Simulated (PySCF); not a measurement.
# B₃⁺: triplet, from a linear chain start

Aim: relax B₃⁺ as a triplet from a linear chain start, check by its vibrations whether the end is a minimum, and collect its spectrum and constants.

Method: PBE0, basis B def2-TZVP, no relativity, density fitting; program: PySCF 2.14.0.

### Step 1. The starting structure

3 atoms, charge 1, spin multiplicity 3.

Bond lengths: B1–B2 1.615 Å, B1–B3 1.615 Å. Angles: B2–B1–B3 180.0°.

```xyz
3
charge 1 multiplicity 3
B     0.0000    0.0000    0.0000
B     0.0000    0.0000    1.6150
B     0.0000    0.0000   -1.6150
```

### Step 2. First SCF at the start

One driver script runs all steps and calls PySCF; scf.py shows how it sets up the SCF of each step. The optimiser is the driver's own. After this first run the driver tries any further starts and a stability analysis.

Input file scf.py:

```python
from pyscf import gto, scf, dft
mol = gto.M(atom='''
B      0.000000     0.000000     0.000000
B      0.000000     0.000000     1.615000
B      0.000000     0.000000    -1.615000''',
    basis={'B': 'def2-TZVP'},
    charge=1, spin=2)
mf = dft.UKS(mol, xc='PBE0')
mf.grids.atom_grid = (50, 194)
aux = {'B': 'def2-universal-JKFIT'}
mf = mf.density_fit(auxbasis=aux)
mf.conv_tol = 1e-08
mf.diis_space = 10
mf.max_cycle = 60
mf.init_guess = 'minao'
mf.verbose = 4
mf.kernel()
```

Started as:

```sh
$ OMP_NUM_THREADS=4 python axn.py task.json out
```

After this run come: Relaxation: linear chain start, triplet; Frequencies.

Before running it: what results should come out? Wanted: minimum; geometry; wavenumbers; dipole moment; highest occupied, lowest empty level; polar-tensor charge of B1; zero-point energy; ⟨S²⟩.

**Answer**, as computed:

| quantity | value |
| --- | --- |
| minimum | broken-symmetry (Ms = 1), D∞h |
| geometry | B–B 1.578 Å (×2); B–B–B 180.0° |
| wavenumbers (cm⁻¹) | 159, 194, 832, 1343 |
| dipole moment (centre of mass) | 0.00 D |
| highest occupied, lowest empty level (either spin) | -13.75, -10.97 eV |
| polar-tensor charge of B1 | -0.38 e |
| zero-point energy | 15.1 kJ/mol |
| entropy at 298.15 K | 239.0 J/(mol K) |
| ⟨S²⟩ | 3.007 |

**Reading.** The molecule stays D∞h, as typed, and the end point is a minimum. The determinant is spin-contaminated (⟨S²⟩ = 3.01 against 2.00), so it is no pure spin state. In the infrared the band at 1343 cm⁻¹ (stretch) leads. The first SCF alone would have been 115 kJ/mol too high. Only this shape and spin were tried, so other structures or states may lie lower. The SCF density has lower symmetry than the nuclear frame.
